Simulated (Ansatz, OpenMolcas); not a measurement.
# The same job for OpenMolcas

Ansatz 0.2.0 runs this on PH3 (phosphine):

run.yaml:
```yaml
basis:
  gaussian:
    orbitals: aug-cc-pVTZ
crystal:
  periodic: [false, false, false]
  atoms:
    - {symbol: P, position_ang: [0.504648, -1.001493, -0.180752]}
    - {symbol: H, position_ang: [0.789548, -0.708993, 1.179048]}
    - {symbol: H, position_ang: [-0.846852, -1.337993, 0.094848]}
    - {symbol: H, position_ang: [0.028700, 1.023500, -0.636900]}
correlation:
  method: mp2
  frozen_orbitals: {H: 0, P: 5}
accuracy: high
```

```bash
$ ansatz run run.yaml --threads 1 --pin off --max-ram 3480MiB --events-out events.jsonl --progress --plain --runs-dir runs
```

The P1–H4 distance was set to 2.130 Å, away from the relaxed value.

It gives a total energy of -342.581947 Eh.

Problem. How is this level of theory, on these atoms, set up in OpenMolcas 26.06 as an input file of the program's own?

Solution. This input was run:

test.inp:
```
&GATEWAY
  BasLib = $CurrDir
  Coord
  4
  angstrom
  P        0.504648      -1.001493      -0.180752
  H        0.789548      -0.708993       1.179048
  H       -0.846852      -1.337993       0.094848
  H        0.028700       1.023500      -0.636900
  Basis = aug-cc-pVTZ
  Group = NoSym

&SEWARD

&SCF
  Thresholds = 1e-10 1e-07 1e-07 1e-05
  PrOrbitals = 0

&MBPT2
  Frozen = 5
```

```bash
$ export MOLCAS_MEM=1860
$ pymolcas test.inp > test.log
```

(Basis files named in the input come from the Basis Set Exchange and aren't shown.)

Its energy is -342.581947 Eh, 0.000 mEh from the first.
